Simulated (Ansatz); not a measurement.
Relaxation of HNaS (3 atoms, charge 0, multiplicity 1), to a largest force component of 0.02 eV/Å in at most 40 steps.

All numbers below come from Ansatz 0.2.0, UKS B3LYP-D4/def2-mTZVP.

```xyz
3
Properties=species:S:1:pos:R:3
Na 1.563 -0.213 0.824
S -0.559 0.716 -0.225
H -1.015 -0.568 -0.612
```

**Question.** Where does it end, and by what steps?

**Answer.** The run converged. After 3 steps the energy has fallen by 0.042 eV; S2 moved furthest, 0.06 Å.

| step | energy less start (eV) | largest force component (eV/Å) | accepted |
| --- | --- | --- | --- |
| 0 | 0.0000 | 1.172 | yes |
| 1 | -0.0356 | 0.485 | yes |
| 2 | -0.0421 | 0.038 | yes |
| 3 | -0.0422 | 0.006 | yes |

```xyz
3
Properties=species:S:1:pos:R:3
Na 1.568 -0.192 0.829
S -0.538 0.661 -0.220
H -1.041 -0.534 -0.622
```

Whether the end is a true minimum wasn't checked by a vibrational analysis.

Run time: 4.4 s on 1 thread of Intel(R) Xeon(R) 6975P-C (Granite Rapids), with other jobs on the host, peak memory 0.14 GiB.
